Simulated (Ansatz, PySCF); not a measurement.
Constitutional and geometric isomers with formula C2H7N. Gas-phase values, no solvent. One relaxed conformer stands for each flexible species; it need not be the lowest. Strings in code marks are SMILES.

Quantity: electronic energy of isomers of C2H7N relative to `CCN`, in kcal/mol.

Level 1: frozen-core CCSDT(Q)/6-31g // PBE0-D3(BJ)/def2-TZVP (Ansatz, an electronic-structure program)
Level 2: LC-ωPBE/cc-pVTZ // PBE0-D3(BJ)/def2-TZVP (Ansatz)
Level 3: M06-2X/6-31G* // PBE0-D3(BJ)/def2-TZVP (PySCF)
Level 4: PBE/6-31G* // PBE0-D3(BJ)/def2-TZVP (PySCF)

| species | level 1 | level 2 | level 3 | level 4 |
|---|---|---|---|---|
| `CNC` | 8.06 | 7.87 | 4.95 | 5.09 |
